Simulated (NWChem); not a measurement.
Molecule: SiCl4; SMILES Cl[Si](Cl)(Cl)Cl

```xyz
5

Cl    -1.4599     0.1942    -1.4052
Si     0.0000     0.0000     0.0000
Cl     1.7363    -0.5661    -0.8992
Cl     0.2745     1.7824     0.9441
Cl    -0.5509    -1.4106     1.3603
```
Atoms are numbered in this order, from 1.

Computed with NWChem. The geometry was optimised at PBE0/def2-SVP.

**Question.** Predict the results for PBE/def2-TZVPD. Quantities: highest occupied level (eV); orbital gap (eV).

**Answer.** 
```
Property                     Value
---------------------------  -----
highest occupied level (eV)  -8.17
orbital gap (eV)              6.19
```
